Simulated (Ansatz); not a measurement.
A made-up structure of B₂NH₄ (charge -1), closed shell:

B1  (-0.834, 0.261, -0.421)
B2  (0.279, 0.115, 0.407)
N3  (0.809, -1.079, 0.020)
H4  (-1.530, -0.746, -0.763)
H5  (-0.984, 1.357, -0.824)
H6  (0.674, 1.098, 1.189)
H7  (1.585, -1.005, 0.393)
(Å)

It is relaxed with PBE-D4/def2-SVPD and then PBE0-D4/def2-TZVPD (Ansatz 0.2.0). Atoms count as bonded within 1.22 times the sum of their covalent radii (H–H: 0.88 Å). The end point is not checked to be a true minimum.

(1) Does its bonding change? (Judge from chemistry; the calculation decides.)

## Answers

(1) Computed: Yes. Formed: B1–N3; broken: none.

Where it ends: The first stage lowers the energy by 3.53 eV in 16 steps. It ends as B₂NH₄ ([BH]1[BH2][NH]1), total charge -1:
```
7
angstrom
B -0.6904 0.1086 -0.5108
B 0.2161 0.4085 0.8921
N 0.6885 -0.4482 -0.0546
H -1.6446 -0.6752 -0.5207
H -0.6993 0.8904 -1.4666
H 0.6732 0.7731 1.9540
H 1.4565 -1.0573 -0.2936
```

Labels in which every atom is bracketed show which atoms are joined, not bond orders.

For scale, one of the runs: PBE0-D4/def2-TZVPD relaxation, 147 basis functions, launched by `ansatz run in.yaml --threads 2 --pin off --events-out ev --progress --plain --max-ram 4352MiB`. Hardware: 2 CPU threads of an Arm Neoverse N1, shared host. Wall time about 21 s.
